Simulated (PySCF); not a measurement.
Constitutional and geometric isomers with formula C2H5NO. All species are isolated molecules in the gas phase. One relaxed conformer stands for each flexible species; it need not be the lowest. Strings in code marks are SMILES.

All values below come from PBE-D3(BJ)/def2-TZVP // B3LYP-D3(BJ)/def2-TZVP run with PySCF. All candidates: neutral, multiplicity 1. 

```yaml
HOMO: -6.02 eV
HOMO–LUMO gap: 5.38 eV
LUMO: -0.64 eV
```

### Question
Name which member has these values.
(A) `C=C(N)O`
(B) `C=NCO` (C–N–C–O torsion -130°, N–C–O–H torsion -47°)
(C) `CC(N)=O`
(D) `C/N=C\O` (N–C–O–H torsion 0°)

### Answer
D, `C/N=C\O` (N–C–O–H torsion 0°). The others give `C=NCO` (C–N–C–O torsion -130°, N–C–O–H torsion -47°): -6.25 eV, 4.46 eV, -1.79 eV; `C=C(N)O`: -4.98 eV, 4.96 eV, -0.03 eV; `CC(N)=O`: -5.66 eV, 5.30 eV, -0.36 eV
